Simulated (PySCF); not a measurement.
Dipole moment and polarisability across levels of theory

Species: monofluorosilane, FH₃Si.
Numbering: `[F:1][SiH3:2]` (hydrogens: H3, H4, H5 on Si2)

PySCF, dipoles from the SCF density, polarisabilities from static response with core orbitals frozen. Geometry: PBE0-D3(BJ)/def2-SVP; no solvent, vibrations or thermal averaging.

The anisotropy is √(½[(α1 − α2)² + (α2 − α3)² + (α3 − α1)²]).

| level | μ (D) | α (Å³) | anisotropy (Å³) |
| --- | --- | --- | --- |
| LDA/def2-SVPD | 1.447 | 4.54 | 0.33 |
| PBE/def2-SVPD | 1.379 | 4.43 | 0.28 |
| B3LYP/def2-SVPD | 1.475 | 4.27 | 0.32 |
| PBE0/def2-SVPD | 1.479 | 4.25 | 0.30 |
| BHandHLYP/def2-SVPD | 1.575 | 4.09 | 0.34 |
| CAM-B3LYP/def2-SVPD | 1.522 | 4.24 | 0.31 |
| wB97X-D/def2-SVPD | 1.503 | 4.23 | 0.29 |
| LC-wPBE/def2-SVPD | 1.503 | 4.18 | 0.26 |
| HF/def2-SVPD | 1.630 | 3.89 | 0.36 |
| PBE0/6-31G* | 1.389 | 3.05 | 0.48 |
| PBE0/6-31+G* | 1.604 | 3.48 | 0.60 |
| PBE0/def2-SVP | 1.414 | 3.42 | 0.66 |
| PBE0/aug-cc-pVDZ | 1.446 | 4.30 | 0.32 |
| PBE0/def2-TZVP | 1.367 | 3.89 | 0.43 |
| PBE0/def2-TZVPD | 1.389 | 4.29 | 0.35 |
| PBE0/aug-cc-pVTZ | 1.406 | 4.32 | 0.34 |

The dipole runs from 1.37 D (PBE0/def2-TZVP) to 1.63 D (HF/def2-SVPD). No reference polarisability is at hand; against PBE0 in the largest diffuse basis at hand (aug-cc-pVTZ) the other PBE0 rows deviate by 6-31G* -29%, 6-31+G* -19%, def2-SVP -21%, def2-SVPD -2%, aug-cc-pVDZ 0%, def2-TZVP -10%, def2-TZVPD -1%. In one basis (def2-SVPD) the functionals order the polarisability from HF (lowest) to LDA (highest), a spread of 17%. With PBE0 the polarisability is 3.46 Å³ without diffuse functions (mean of 6-31G*, def2-SVP and def2-TZVP) and 4.13 Å³ with them (mean of 6-31+G*, def2-SVPD, aug-cc-pVDZ, def2-TZVPD and aug-cc-pVTZ).

Without π bonds the low states are Rydberg-like; a valence basis with one diffuse set may place them up to an eV too high.
